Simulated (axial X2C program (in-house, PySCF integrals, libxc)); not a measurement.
Curves of SiS⁺ by EOM-IP-CCSD

Calculated with an in-house all-electron X2C program for linear molecules (integrals from PySCF): two-component X2C with atomic mean-field Coulomb and Gaunt terms, Gaussian nuclei, basis S dyall-av3z, Si dyall-v3z with contracted cores.

Energies in eV from the lowest point of the lowest state; states are followed by energy order within each Ω. Reference: SiS, 10 electrons correlated in 94 virtual spinors with an MP2 remainder; levels at this size can be off by some tenths of an eV. Masses 31.972 and 27.977 u.

```csv
R (Å),(1)Ω=3/2,(1)Ω=1/2,(2)Ω=1/2,(3)Ω=1/2
1.784,1.3462,0.5512,1.3883,4.6832
1.861,0.6383,0.2388,0.6802,4.2888
1.939,0.2252,0.1685,0.2688,4.1667
2.026,0.0165,0.0557,0.2929,4.2624
2.114,0.0000,0.0396,0.5468,4.5286
2.230,0.1768,0.2165,1.0047,5.0511
```

T1 of the reference reaches 0.038 (Lee–Taylor). Curves followed by order can swap character. Number of frozen shells: S 2 s, 1 p; Si 2 s, 1 p. Roots with under 60 % one-particle weight at any point are counted in the labels but not shown, and the list ends where the roots sought for some Ω run out; states that need a further excitation are missing and may lie low or lowest. Curves with a minimum but no constants failed the fit check.
